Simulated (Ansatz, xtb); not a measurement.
# Ranking isomers of BFH2Si

5 gas-phase structures of BFH2Si, found in a search over its isomers (lower ones may exist). Each was relaxed with GFN2-xTB; where two conformers were screened, the lower at r2SCAN-D4/def2-SVP is listed:

A. `FB[SiH]`, a singlet
B. `FB[SiH]`, a triplet
C. `B[Si]F`, a singlet
D. `FB=[SiH2]`, a singlet
E. `B[Si]F`, a triplet

Task: Make a reasoned guess at their ranking by r2SCAN-D4/def2-SVP single-point energy.

Result: Calculated order at r2SCAN-D4/def2-SVP: B (0.0), E (3.3), D (4.1), A (6.7), C (8.9) kcal/mol. Less than 1 kcal/mol parts E and D, so the order within that pair means little.

Energies above the lowest of each column, in kcal/mol; the last columns are at B3LYP/6-31G* geometries (a dash: not run or not comparable):

```tsv
structure	GFN2-xTB	HF/STO-3G	r2SCAN-D4/def2-SVP	B3LYP/6-31G*	CCSD(T)/def2-TZVPP
B	–	0.0	0.0	8.2	–
E	–	23.7	3.3	9.6	–
D	26.9	29.7	4.1	0.8	0.4
A	9.8	9.9	6.7	0.0	0.0
C	0.0	30.1	8.9	2.7	0.9
```

CCSD(T)/def2-TZVPP puts A lowest of those it was run on, with C and D within 1 kcal/mol; HF/STO-3G picks B, r2SCAN-D4/def2-SVP picks B. CCSD(T)/def2-TZVPP orders those it was run on as A (0.0), D (0.4), C (0.9) kcal/mol. Less than 1 kcal/mol parts A and D; D and C, so the order within those pairs means little. Flexible structures stand in one conformer each, not always the lowest. Frequencies (B3LYP/6-31G*) were run for A, C, D alone. GFN2-xTB has no spin polarisation and isn't compared across spin states. Open shells are spin-unrestricted. Large T1 diagnostics make some coupled-cluster values less sure.

Programs: Ansatz 0.2.0, xtb 6.7.1 (Pople sets with spherical d functions).
